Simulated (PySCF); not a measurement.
Cl₄Si.

```xyz
5

Cl     1.1814    -1.1814     1.1814
Si     0.0000     0.0000     0.0000
Cl    -1.1814    -1.1814    -1.1814
Cl    -1.1814     1.1814     1.1814
Cl     1.1814     1.1814    -1.1814
```

Coordinates come from a B3LYP-D3(BJ)/def2-SVP optimisation. The isomer is the one that the SMILES or the coordinates give; other isomers of the formula were not compared.

Method: B3LYP/pcSseg-1 (PySCF). Non-relativistic, no solvent.

### Question
Give the absolute GIAO shielding of each atom: isotropic value and principal components (ppm). (Estimate from the structure and the level; the computed values follow.)

### Answer

| atom | σ(iso) | σ11 | σ22 | σ33 | span |
|---|---|---|---|---|---|
| Cl1 | 724.7 | 609.7 | 609.7 | 954.9 | 345.2 |
| Si2 | 314.9 | 314.9 | 314.9 | 314.9 | 0.0 |
| Cl3 | 724.7 | 609.7 | 609.7 | 954.9 | 345.2 |
| Cl4 | 724.7 | 609.7 | 609.7 | 954.9 | 345.2 |
| Cl5 | 724.7 | 609.7 | 609.7 | 954.9 | 345.2 |
